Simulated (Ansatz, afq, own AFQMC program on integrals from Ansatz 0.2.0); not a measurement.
Integrals from Ansatz 0.2.0, then the random walk in our own AFQMC program (afq).

```yaml
crystal:
  periodic: [false, false, false]
  atoms:
    - {symbol: C, position_ang: [0.000000, 0.000000, 0.602000]}
    - {symbol: C, position_ang: [0.000000, 0.000000, -0.602000]}
    - {symbol: H, position_ang: [0.000000, 0.923180, 1.171486]}
    - {symbol: H, position_ang: [0.000000, -0.923180, 1.171486]}
    - {symbol: H, position_ang: [0.000000, 0.923180, -1.171486]}
    - {symbol: H, position_ang: [0.000000, -0.923180, -1.171486]}
basis:
  gaussian: {orbitals: 6-31G}
magnetization: {spin_polarized: false}
correlation: {method: ccsd_t, electrons: outside_noble_gas, hamiltonian_folder: ham}
```

```sh
$ ansatz run in.yaml --threads 1 --pin off --events-out ev --progress --plain --max-ram 1382MiB
```

Options of the walk:

```
--method phaseless --trial hf --walkers 360 --populations 1 --least-time 40 --time-step 0.005 --steps-per-block 20 --equilibration-blocks 112 --max-blocks 600 --target-error 0.00126 --factor-cut 1e-05 --seed 343 --taylor-order 6
```

Times are imaginary, in 1/Eh. The walk had a cap of 529 s.

afq prints:

```
orbitals 24  electrons 6 6  factors 178 of 382
reference energy -77.98091932 Eh
CCSD correlation -0.19790929 Eh in 8 cycles, weight of the determinant in the CISD state 0.9078
energy of the start -77.980919 Eh
 block  time / (1/Eh)  mean weight  energy / Eh
     1     0.100  1.0009  -78.022501
     2     0.200  1.0015  -78.056802
     3     0.300  1.0021  -78.083329
     4     0.400  1.0011  -78.105284
     5     0.500  1.0012  -78.115255
    10     1.000  1.0009  -78.138980
    86     8.600  0.9998  -78.188385
   171    17.100  0.9996  -78.217863
   205    20.500  1.0002  -78.162034
   256    25.600  1.0001  -78.179829
   341    34.100  1.0003  -78.201305
   426    42.600  1.0000  -78.185567
   511    51.100  0.9992  -78.194217
   596    59.600  0.9998  -78.176287
   681    68.100  0.9988  -78.187840
   698    69.800  0.9997  -78.197374
blocks merged  error / Eh  count
     1  0.000533  600
     2  0.000717  300
     4  0.000952  150
     8  0.001186  75
    16  0.001431  37
    32  0.001135  18
    64  0.001202  9
energy -78.187420 +/- 0.001431 Eh
(rows thinned)
```

The run passed its tests (sampling time, drift between the halves within three errors, error under three times the target), which doesn't prove that it has relaxed.

Against this walk (error 38.9 meV) on the same determinant: CCSD(T) 115.8 meV higher, CCSDT(Q) 99.3 meV higher. The error is statistical and leaves out the bias of the constraint.

Cautions: constraint bias not in the error; error above the target (38.9 against 34.3 meV).

The walk took 5.4 min on 1 thread of Intel(R) Xeon(R) Platinum 8259CL CPU @ 2.50GHz (Skylake/Cascade Lake) (shared host). The log's last line is the phaseless energy.

CCSDT and higher add their correlation energy to the determinant of the CCSD(T) run, since their own runs factorise the integrals more tightly (a shift of under 2 meV). A walk keeps the symmetry of its determinant, which the program's search chose and which needn't be the lowest solution, so a lower state of the same spin and another symmetry isn't excluded.
